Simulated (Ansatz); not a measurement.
A run of Ansatz (development build ahead of 0.2.0) on doublet C₂H at this shape:

```xyz
3

H     0.0000    0.0000   -1.6772
C     0.0000    0.0000   -0.5148
C     0.0000    0.0000    0.7943
```

Its results:

```json
{
 "Converged": "yes",
 "Total energy": "-76.14212 hartree",
 "Spin squared of the determinant": "1.534"
}
```

(1) Which input gives this output? Name the method, the orbitals and the basis set, and write the input.

Results:

(1) UHF in cc-pVDZ.

```yaml
crystal:
  periodic: [false, false, false]
  atoms:
    - { symbol: H, position_ang: [0.0, 0.0, -1.67723] }
    - { symbol: C, position_ang: [0.0, 0.0, -0.5148] }
    - { symbol: C, position_ang: [0.0, 0.0, 0.79434] }
basis:
  gaussian: { orbitals: cc-pVDZ }
magnetization:
  spin_polarized: true
  initial_magnetization: 1
hamiltonian:
  xc: hf
```

Caution: the unrestricted determinant is spin contaminated.
